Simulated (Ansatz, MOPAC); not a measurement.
3C-SiC, band gap

Reference value: 2.53 eV (measured, zero-point renormalisation of 0.11 eV added back here (the table's ZPR column); inputs from Chen et al. (2018), doi:10.1103/physrevmaterials.2.073803).

### Question
What do PM6 semi-empirical Hartree-Fock (MOPAC), LDA, PBE, r²SCAN+rVV10, LC-ωPBE give, and how far is each from the reference?

### Answer

| level (code) | value (eV) | cell (Å³/atom) | error (eV) |
|---|---|---|---|
| PM6 semi-empirical Hartree-Fock (MOPAC) | 11.58 | 9.82 | +9.05 |
| LDA (Ansatz) | 1.32 (indirect) | 10.35 | -1.21 |
| PBE (Ansatz) | 1.36 (indirect) | 10.35 | -1.17 |
| r²SCAN+rVV10 (Ansatz) | 1.68 (indirect) | 10.30 | -0.85 |
| LC-ωPBE (Ansatz) | 7.08 (indirect) | 10.10 | +4.55 |

Leaving aside PM6 semi-empirical Hartree-Fock (MOPAC) (doubt noted below): Of the ranked levels r²SCAN+rVV10 (-0.85 eV) comes nearest. Among them LC-ωPBE (+4.55 eV) misses by most. No ranked level lands within 0.3 eV. Even the nearest is off by 0.85 eV.

Semilocal Kohn–Sham gaps run low as a rule, and all computed gaps are for a static lattice, while measured ones hold electron–phonon shifts unless said otherwise.  PM6 semi-empirical Hartree-Fock (MOPAC): the gap is read on the k mesh or supercell of the run alone and can be too large. PM6 semi-empirical Hartree-Fock (MOPAC): the method was fitted mainly to molecules. PM6 semi-empirical Hartree-Fock (MOPAC): gaps of these semi-empirical methods are Hartree–Fock-like level differences, and their formation enthalpies are fitted 298 K values. Values are at the level's own equilibrium cell; LDA at the measured cell; PBE at the measured cell. Cutoffs and k meshes differ between the levels. Ansatz's density-functional and Hartree–Fock values are scalar-relativistic unless marked +SOC, with PAW data made under PBE.

Differences are worked out from the printed values.

Ansatz is a quantum-chemistry and plane-wave program.
